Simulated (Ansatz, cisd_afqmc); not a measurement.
System: CH, charge 0, doublet. CH (SMILES [CH], doublet).
B3LYP-D3(BJ)/def2-TZVP minimum from Ansatz (a first-principles code):
```xyz
2

C      0.0000     0.0000    -0.1605
H      0.0000     0.0000     0.9630
```
Charge 0, spin multiplicity 2.

Total energies in cc-pVDZ, 5 correlated electrons, 1 frozen orbitals. UHF or UKS for unpaired electrons; spin-orbit terms are left out. Correlated methods leave the cores frozen. No relativity. AFQMC is phaseless with a CISD trial state; ± is one standard error, without the phaseless bias. Outlying blocks are dropped, and bars are widened where a walk drifts. Over all cases where full CI ran beside it in this data, AFQMC minus full CI had a median of +0.1 mEh and passed +0.4 mEh in a tenth of the cases. Full CI freezes restricted core orbitals and the other rows unrestricted ones, which leaves a small offset even where coupled cluster is exact. The UHF reference of CH ([CH], doublet) is spin-contaminated (<S^2> up to 0.35 over the pure value in the sets run).

```tsv
method	program	energy (Eh)	error against FCI (mEh)
HF	Ansatz	-38.27577	104.62
MP2	Ansatz	-38.34842	31.97
CCSD	Ansatz	-38.37764	2.75
CCSD(T)	Ansatz	-38.37953	0.86
CCSDT(Q)	Ansatz	-38.38038	0.01
CCSDTQ	Ansatz	-38.38040	-0.01
AFQMC/CISD	cisd_afqmc	-38.3797 ± 0.0001	0.7 ± 0.1
FCI	Ansatz	-38.38039	0.00
```

Rough core times of Ansatz's runs on a shared machine: CCSD(T) under 20 s, CCSDT(Q) under 20 s, CCSDTQ 30 s, FCI under 20 s.
